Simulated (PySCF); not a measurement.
Ionisation energies (eV) were calculated with PySCF 2.14 by LDA, MP2 (valence), UHF, in another order, as differences of total energies without spin-orbit coupling. The measured values are between term centres (NIST).

```json
{"species": "B (dyall-av3z, spin-free X2C)", "measured": "8.297", "A": "8.039", "B": "8.264", "C": "8.645"}
{"species": "F⁺ (dyall-av3z, spin-free X2C)", "measured": "34.950", "A": "33.376", "B": "34.634", "C": "35.269"}
{"species": "Al (dyall-av3z, spin-free X2C)", "measured": "5.977", "A": "5.598", "B": "5.825", "C": "6.025"}
{"species": "Al⁺ (dyall-av3z, spin-free X2C)", "measured": "18.829", "A": "17.551", "B": "18.328", "C": "18.925"}
{"species": "Si (dyall-av3z, spin-free X2C)", "measured": "8.157", "A": "7.627", "B": "8.038", "C": "8.224"}
{"species": "P (dyall-av3z, spin-free X2C)", "measured": "10.526", "A": "9.897", "B": "10.480", "C": "10.567"}
{"species": "Cl⁺ (dyall-av3z, spin-free X2C)", "measured": "23.771", "A": "22.571", "B": "23.366", "C": "23.963"}
{"species": "As (dyall-av3z, spin-free X2C)", "measured": "10.008", "A": "9.411", "B": "9.898", "C": "10.027"}
```

Task: Which column is which method?

Result: A is UHF (mean error -0.81 eV); B is MP2 (valence) (mean error -0.21 eV); C is LDA (mean error 0.14 eV). Hartree-Fock lacks the correlation of the electron removed and comes out lowest. Valence MP2 in a finite basis recovers only part of the missing correlation, so it stays below experiment on average. LDA overbinds the outer electron and comes out highest.
